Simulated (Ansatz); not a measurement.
# Relaxing Ir

All numbers below come from Ansatz 0.2.0, DFT PBEsol, scalar-relativistic, plane waves, PAW. Cutoff 420 eV, Γ-centred k mesh, Gaussian smearing, no spin polarisation in the final step.

The start is a database structure of Ir, space group P6_3/mmc (No. 194).

```
CELL_PARAMETERS angstrom
2.75138 0.00000 0.00000
-1.37569 2.38276 0.00000
0.00000 0.00000 4.46229
ATOMIC_POSITIONS crystal
Ir 0.66667 0.33333 0.75000
Ir 0.33333 0.66667 0.25000
```

Steps on the 9×9×4 mesh (2 atoms). 5 of 5 steps are shown, and the free energy counts from the last. Trial steps that were taken back and renewals of the plane-wave basis can be among the rows.

```csv
step,ΔF (meV/atom),V (Å³/atom),P (GPa)
1,22.6,14.63,-13.03
2,121.1,12.99,38.38
3,0.3,14.17,-2.21
4,-0.3,14.08,0.18
5,0.0,14.08,0.21
```

A final relaxation ran on a 18×18×10 mesh. The relaxed crystal, P6_3/mmc (No. 194):

```
Ir
1.0
     2.71900    0.00000    0.00000
    -1.35950    2.35472    0.00000
     0.00000    0.00000    4.40822
Ir
2
Direct
  0.66667 0.33333 0.75000
  0.33333 0.66667 0.25000
```

```json
{
  "Volume per atom": "14.11 Å³",
  "Density": "22.62 g/cm³",
  "Energy over the standard structure": "0.08 eV/atom",
  "Gap on the 18×18×10 mesh": "0 eV (a metal)"
}
```

Energies count from the standard state of Ir at the same level.

The final run used a 18×18×10 mesh on its 2-atom cell and 0.10 eV smearing. For metals, differences of a few meV/atom aren't resolved. Spin–orbit coupling is left out.

A structure relaxed within its symmetry needn't be a true minimum.